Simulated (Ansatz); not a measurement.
A displaced shape of singlet F2:

```json
{"atom": "F", "x (Å)": "-0.0298", "y (Å)": "-0.0039", "z (Å)": "-0.6483"}
{"atom": "F", "x (Å)": "0.0402", "y (Å)": "0.0001", "z (Å)": "0.7179"}
```

It was optimised with PBE0/def2-SVP in Ansatz (development build ahead of 0.2.0) to forces under 0.001 eV/Å, with restricted orbitals. Each step stands on the lowest determinant of that kind that the program's search found.

Problem. What shape does it relax to, and how does the optimisation go?

Solution.

```xyz
2

F    -0.0300   -0.0039   -0.6525
F     0.0404    0.0001    0.7222
```

Bond lengths: .

```json
{"step": "1", "E − E(start) (eV)": "0.0000", "largest force (eV/Å)": "0.3543"}
{"step": "2", "E − E(start) (eV)": "-0.0013", "largest force (eV/Å)": "0.1329"}
{"step": "3", "E − E(start) (eV)": "-0.0015", "largest force (eV/Å)": "0.0024"}
{"step": "4", "E − E(start) (eV)": "-0.0015", "largest force (eV/Å)": "0.0000"}
```

The optimisation ended after 4 steps with its threshold met.
